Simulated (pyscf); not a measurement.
PySCF, gas phase, ωB97X-D3(BJ)/def2-SVP geometries. Correlated levels are frozen-core, on RHF or UHF. ΔMP2 is the change of the MP2 total energy from the triple- to the quadruple-zeta basis.

Problem. PBE/def2-TZVP puts the barrier of methane (CH₄) + Cl atom (Cl•) -> chloromethane (H₃C–Cl) + H atom (H•) (substitution at C; doublet surface; C–H broken, C–Cl formed) at 31.1 kcal/mol and the reaction energy at +20.1 kcal/mol, from the separated reactants. What do B3LYP-D3(BJ)/def2-TZVP, M06-2X/def2-TZVP, CCSD(T)/def2-TZVPP + ΔMP2(QZVPP) give on the same structures?

Solution. B3LYP-D3(BJ): ΔE‡ = 39.1 kcal/mol, ΔE = +27.0 kcal/mol; M06-2X: ΔE‡ = 40.3 kcal/mol, ΔE = +23.1 kcal/mol; CCSD(T): ΔE‡ = 43.1 kcal/mol, ΔE = +25.7 kcal/mol. PBE's barrier lies under all of them, by 8.0 to 12.0 kcal/mol. Its reaction energy lies under all of them, by 3.0 to 6.9 kcal/mol. Abstraction by the radical was not located in this set and often lies lower. One saddle was located; it need not be the lowest between these sides. The angle at the attacked C is 180°. The CCSD(T) − MP2 part came from Ansatz, without density fitting, on the same reference. Left out: the spin-orbit lowering of Cl.
